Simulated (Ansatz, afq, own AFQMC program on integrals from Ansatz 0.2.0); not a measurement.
# HfCl, doublet → HfCl, quartet

```yaml
atoms:
  - { symbol: Hf, position_ang: [0.0000, 0.0000, 0.0000] }
  - { symbol: Cl, position_ang: [0.0000, 0.0000, 2.3043] }
```

E(quartet, charge +0) − E(doublet, charge +0) at this geometry, on ROHF and UHF determinants.

Basis def2-SVP with its core potentials. Noble-gas cores (and the filled d shells of Ga–Kr and In–Xe) are frozen. AFQMC by an in-house program on the Cholesky factors that Ansatz 0.2.0 writes for its CCSD(T) run. ph-AFQMC/CISD is guided by a CISD state made of CCSD amplitudes; releasing the constraint for a short imaginary time cuts its bias at the price of noise, slowly where states lie close. ± is one standard error of the sampling. No spin–orbit coupling. The metal's outer-core s and p shells are frozen, which shifts wave-function levels against functionals. The errors of all members are added in quadrature.

No full CI on the walks' own integrals is used here; CCSDT(Q) serves as the reference and is uncertain by about the last step of the cluster series. Each member takes its own surest rung, up to full CI.

Errors are counted within def2-SVP, not against nature.

Cautions: no spin-orbit coupling; outer-core shells of the metal frozen; HfCl (doublet): a spin-contaminated unrestricted determinant lies lower (UHF 202 meV lower, ⟨S²⟩ 1.09), the released energies have errors that jump between times, so the bars are unsure, so no released level is given (meV from the phaseless value at times in 1/Eh: -12 ± 3 at 0.60, 10 ± 27 at 1.20, -19 ± 4 at 2.00, -23 ± 8 at 3.00, -35 ± 6 at 4.20), though the last usable value meets CCSDT(Q) within the noise, CCSDT(Q) on the UHF determinant differs (32 meV lower), perhaps since the unrestricted series falls towards higher spin, its ph-AFQMC/CISD value lies 27 ± 4 meV above CCSDT(Q); HfCl (quartet): another spin lies lower; core correlation is missing, and it shifts such a gap most where an s electron is promoted.

```csv
level,vertical spin gap (kJ/mol)
CCSD,84.3
HF,15.6
```

**Question.** From these cheaper values, estimate the vertical spin gap at the reference level in def2-SVP.

**Answer.** 91.7 kJ/mol (CCSDT(Q) in def2-SVP).

| level | vertical spin gap (kJ/mol) | error against CCSDT(Q) (kJ/mol) |
| --- | --- | --- |
| MP2 | 68.4 | -23.3 |
| CCSD(T) | 90.1 | -1.6 |
| CCSDT | 91.7 | 0.0 |
| ph-AFQMC/CISD | 90.0 ± 0.4 | -1.7 ± 0.4 |

Correlation beyond CCSD(T) adds 1.6 kJ/mol. The perturbative (T) step is worth +5.8 kJ/mol.

A walk keeps the symmetry of its determinant, which the program's search chose and which needn't be the lowest solution, so a lower state of the same spin and another symmetry isn't excluded.
